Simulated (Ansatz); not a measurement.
# AlNH₃ (quartet): the correlation ladder at distance Al1–H4 along a hydrogen transfer = 1.586 Å, cc-pVTZ

An exercise on one series of results from a longer session: the logs are not shown, and one member is left open.

Method: cc-pVTZ, core rule «outside noble gas», up to 6 orbitals frozen; program: Ansatz 0.2.0, Gaussian basis.

Plan: UHF; CCSD(T) on ROHF; CCSD(T) on UHF; BCCD(T) on ROHF; CCSDT(Q) on ROHF; CCSDT(Q) on UHF; CASSCF and NEVPT2, 5 electrons in 5 orbitals.

5 further runs of the same task are left out: 5 for a known fault of the program.

### The system

The geometry derives from fragments relaxed apart (PBE0/def2-TZVP) and kept rigid, so it is no stationary point. A hydrogen atom is moved between rigid fragments.

5 atoms, charge 0, spin multiplicity 4.

Atoms are counted from 1 here; the program's logs count them from 0.

Bond lengths: Al1–H2 1.586 Å, Al1–H3 1.586 Å, Al1–H4 1.586 Å. Angles: H2–Al1–H3 120.0°, H2–Al1–H4 120.0°, H3–Al1–H4 120.0°.

Set-up of the first run:

in.yaml reads:

```yaml
crystal:
  periodic: [false, false, false]
  atoms:
    - {symbol: Al, position_ang: [-0.964606, 0.000000, 0.000000]}
    - {symbol: H, position_ang: [-1.757530, 1.373384, 0.000000]}
    - {symbol: H, position_ang: [-1.757530, -1.373384, 0.000000]}
    - {symbol: H, position_ang: [0.621241, 0.000000, 0.000000]}
    - {symbol: N, position_ang: [2.066394, 0.000000, 0.000000]}
basis:
  gaussian: {orbitals: cc-pVTZ}
magnetization: {spin_polarized: true, initial_magnetization: 3}
hamiltonian: {xc: hf}
output: {orbitals: {seedname: orbitals}}
```

Started as:

```console
ansatz run in.yaml --threads 1 --pin off --events-out ev --progress --plain --max-ram 2816MiB --backend cpu
```

Among the steps run: UHF; CCSD(T) on ROHF; CCSD(T) on UHF; BCCD(T) on ROHF; CCSDT(Q) on ROHF; CCSDT(Q) on UHF; CASSCF and NEVPT2, 5 electrons in 5 orbitals.

One of the session's tables, all rows but one given; the rest of the session is left out.

It belongs to the step «Misses and costs». 

| method | from UCCSDT(Q) (kJ/mol) |
| --- | --- |
| ROHF | ? |
| UHF | +665.5 |
| RMP2 | +127.4 |
| UMP2 | +125.3 |
| RCCSD | +19.6 |
| UCCSD | +19.0 |
| RCCSD(T) | +3.7 |
| UCCSD(T) | +3.4 |
| BCCD(T) | +3.6 |
| RCCSDT | +0.8 |
| UCCSDT | +0.5 |
| RCCSDT(Q) | +0.3 |
| UCCSDT(Q) | 0 |
| CASSCF pair | +639.3 |
| NEVPT2 pair | +126.5 |

Q: Estimate the row for ROHF from the others.

**Answer.** from UCCSDT(Q) (kJ/mol): +685.8. In the column «from UCCSDT(Q) (kJ/mol)» it is the highest.

To keep in mind: Restricted and unrestricted rows rest on different reference determinants; where their highest levels disagree by more than a few hundredths of an eV, they describe different states and don't form one ladder.
